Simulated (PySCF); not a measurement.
Geometry:
| atom | x (Å) | y (Å) | z (Å) |
| --- | --- | --- | --- |
| O1 | -0.398 | 0.899 | -0.289 |
| N2 | 0.455 | 0.176 | -0.085 |
| F3 | -0.055 | -1.108 | 0.356 |

Geometry: PBE0-D3(BJ)/def2-SVP; GIAO shifts from PySCF 2.14.0 with density-fitted response routines, gas phase, non-relativistic, averaged over equivalent atoms.

At PBE0/pcSseg-1 (51 basis functions, 1.4 s wall time on 1 thread of an Arm Neoverse V2, shared host):
```json
{"atoms": "O1", "δ (ppm)": "861.4"}
{"atoms": "N2", "δ (ppm)": "568.8"}
{"atoms": "F3", "δ (ppm)": "518.4"}
```

Referencing at the same level of theory: H2O for ¹⁷O (334.56 ppm); ¹⁵N (265.67 ppm) against NH3; ¹⁹F (177.25 ppm) vs CFCl3.

Task: What do these become at PBE/pcSseg-2?

Result: 
```
atoms  δ at PBE/pcSseg-2  change
   O1              780.8   -80.6
   N2              550.1   -18.7
   F3              522.0    +3.6
```

Chemical shifts δ = σref − σ; H2O for ¹⁷O (327.88 ppm); ¹⁵N (261.04 ppm) vs NH3; CFCl3 for ¹⁹F (142.93 ppm), all at this level.

The largest change is at O1 (oxygen bonded to N). Cost: 108 basis functions, 2.8 s wall time on 1 thread of an Arm Neoverse V2, shared host.

Unscaled 19F shifts against computed CFCl3 carry errors that often reach 10 to 50 ppm. Unscaled 17O shifts of doubly bonded oxygen tend to come out too high, by tens of ppm or more. Experimental scales use liquid or dissolved standards, which lie at an offset from isolated NH3 (liquid NH3: subtract about 20 ppm) and H2O (liquid H2O: subtract about 36 ppm). Unscaled 15N shifts of sp2 nitrogen come out 20 to 40 ppm too high even then.
